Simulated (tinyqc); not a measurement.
Worked calculation: ROHF in the sto-6g basis, for CH, spin multiplicity 4. One step of it, computed by the program tinyqc.

Problem. Iteration 3: DIIS coefficients. Solve [B -1; -1 0][c; lambda] = [0; -1] for the coefficients, which sum to one.

B (overlaps of the stored error matrices):
```
,1,2,3
1,1.1547228e+00,2.3994751e-01,1.3406400e-02
2,2.3994751e-01,8.7428102e-02,3.1360147e-03
3,1.3406400e-02,3.1360147e-03,1.7497192e-03
```

Give: DIIS coefficients.

Solution.

DIIS coefficients: -0.0152  0.0246  0.9906
